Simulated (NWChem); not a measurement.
A series in which one site is exchanged, each optimised at PBE0/def2-SVP with NWChem, gas phase unless a solvent is named. For some, no frequency run checked for a minimum. def2 effective core potentials on Y, Sb; no spin-orbit coupling.

A: [Cl][Ga]([Cl])[Cl] (GaCl$_{3}$; site = Ga)
B: [Sb]([Cl])([Cl])[Cl] (SbCl₃; site = Sb)
C: [Cl][Y]([Cl])[Cl] (YCl3; site = Y)
D: [Cl][Al]([Cl])[Cl] (AlCl$_{3}$; site = Al)

Values for A:

- dipole (D), PBE0/def2-SVP = 0.00
- vertical ionisation energy, ΔSCF, B3LYP/def2-SVP (eV) = 11.26
- static polarisability, B3LYP/def2-SVPD (bohr³) = 68.6

Question: How do these values change for the other members?

Answer: 
```tsv
change from A	B	C	D
dipole (D), PBE0/def2-SVP	+2.92	+0.01	+0.01
vertical ionisation energy, ΔSCF, B3LYP/def2-SVP (eV)	-0.89	-0.43	-0.05
static polarisability, B3LYP/def2-SVPD (bohr³)	+16.9	+11.4	-4.9
```
